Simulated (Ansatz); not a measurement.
What a trial cell of Na₂Ag relaxes into

Level of theory: Ansatz 0.2.0, DFT PBE, scalar-relativistic, plane waves, PAW. Cutoff 420 eV, Γ-centred k mesh, Gaussian smearing, no spin polarisation in the final step.

The start puts Na₂Ag on the sites of a reported Li2Pt cell (P6/mmm, No. 191), with Ag in place of Pt, Na in place of Li, at a guessed volume.

```
CELL_PARAMETERS angstrom
4.82018 0.00000 0.00000
-2.41009 4.17440 0.00000
0.00000 0.00000 3.06415
ATOMIC_POSITIONS crystal
Na 0.33333 0.66667 0.50000
Na 0.66667 0.33333 0.50000
Ag 0.00000 0.00000 0.00000
```

Cell and atoms relax at zero pressure; the relaxation can't lower the symmetry of the start. After a coarse first stage the cell is made exact in the group found at 0.06 Å.

Formation energies are uncorrected and refer to the elements' standard structures at the same level.

Q: Which crystal results?

A: It keeps P6/mmm (No. 191). Conventional cell: a = 5.212 Å, c = 3.096 Å. Na has 5 Na at 3.01–3.10 Å and 6 Ag at 3.38 Å; Ag has 2 Ag at 3.10 Å and 12 Na at 3.38 Å.

```cif
data_structure
_symmetry_space_group_name_H-M 'P6/mmm'
_symmetry_Int_Tables_number 191
_cell_length_a 5.2124
_cell_length_b 5.2124
_cell_length_c 3.0962
_cell_angle_alpha 90.000
_cell_angle_beta 90.000
_cell_angle_gamma 120.000
_cell_volume 72.85
loop_
_atom_site_label
_atom_site_type_symbol
_atom_site_symmetry_multiplicity
_atom_site_Wyckoff_symbol
_atom_site_fract_x
_atom_site_fract_y
_atom_site_fract_z
_atom_site_occupancy
Na1 Na 2 d 0.33333 0.66667 0.50000 1
Ag1 Ag 1 a 0.00000 0.00000 0.00000 1
```

Q: What are its volume, energy, density and gap?

A: The volume per atom is 24.28 Å³. The density is 3.51 g/cm³. The energy over the elements is 0.02 eV/atom and the gap on the 12×12×14 mesh is 0 eV (a metal).

The final run used a 12×12×14 mesh on its 3-atom cell and 0.10 eV smearing. For metals, differences of a few meV/atom aren't resolved. Symmetry constrained the relaxation, so the result can be a saddle point.

Cost: 3 runs of about 1.1 core-minutes in all, on Arm Neoverse V1 (shared hosts).